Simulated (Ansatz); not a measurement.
Cost and result for the atomization energy of `[SiH3]P` (7 atoms, 6 bonds).

Z-matrix (Å, degrees):
```
Si
P 1 2.255
H 1 1.487 2 113.9
H 1 1.486 2 108.0 3 -121.2
H 1 1.486 2 108.0 3 121.2
H 2 1.421 1 93.8 3 -46.7
H 2 1.421 1 93.8 3 47.0
```

The species carries charge 0 and has multiplicity 1. Geometry: relaxed with PBE0-D4/def2-TZVP. Program: Ansatz. Hardware: A = 2 threads of a server CPU on a shared host; B = 2 threads of an AMD EPYC 7R13 on a shared host and a share of an NVIDIA H100 80 GB. Times are those of one run each, without the atoms' runs, and a repeat can differ threefold. Electronic energies, without spin–orbit coupling; frozen cores. CCSD(T)/CBS extrapolates def2-TZVPP and def2-QZVPP, and its time is that of the two runs behind it. T1 = 0.013. HSE06 is the plane-wave form, built on full-range PBE exchange.

CCSD(T)/CBS is a level of theory with its own doubt, some kJ/mol a heavy atom from the limit and from the frozen cores, so smaller differences don't rank the functionals.

```tsv
level	functions	wall time	atomization (kcal/mol)	difference from CCSD(T)/CBS	per bond
CCSD(T)/def2-SVP [A]	61	1.1 s	420.7	-37.1	-6.2
BLYP-D4/def2-TZVPP [A]	154	1.9 s	455.5	-2.3	-0.4
PBE0-D4/def2-TZVPP [A]	154	2.1 s	451.1	-6.7	-1.1
HSE06-D4/def2-TZVPP [A]	154	3.3 s	451.2	-6.6	-1.1
CAM-B3LYP-D4/def2-TZVPP [A]	154	3.5 s	460.3	2.5	0.4
B2PLYP/def2-TZVPP [A]	154	3.9 s	451.2	-6.6	-1.1
r2SCANh-D4/def2-TZVPP [A]	154	5.5 s	455.0	-2.8	-0.5
B97M-V/def2-TZVPP [A]	154	6.5 s	464.3	6.5	1.1
ωB97X-V/def2-TZVPP [A]	154	6.5 s	465.0	7.2	1.2
ωB97M-V/def2-TZVPP (with forces) [A]	154	7.5 s	461.0	3.2	0.5
CCSD(T)/def2-TZVPP [A]	154	14 s	444.8	-13.0	-2.2
CCSD(T)/def2-QZVPP [B]	290	16 s	452.5	-5.3	-0.9
CCSD(T)/CBS(def2)	–	30 s	457.8	0.0	0.0
```

Leaving LDA and LC-ωPBE aside and taking each functional with its dispersion term where it has one, the values, not all of them listed here, spread over 17.3 kcal/mol, from revPBE-D4 to ωB97X-V. LDA lies +56.1 kcal/mol from PBE without D4, its usual overbinding. The D4 term adds +4.5 kcal/mol with B3LYP and +2.3 kcal/mol with PBE0; it sums over pairs of atoms, weighted by their polarisabilities, and B3LYP, whose exchange is more repulsive, gets the larger term. In def2-TZVPP, CCSD(T) changes the Hartree–Fock value by +106.9 kcal/mol (the triples alone add +3.8 kcal/mol) and MP2 by +96.7 kcal/mol; breaking electron pairs costs correlation energy, which Hartree–Fock lacks.

B3LYP here is the variant with VWN-RPA as its local correlation; programs differ in this.
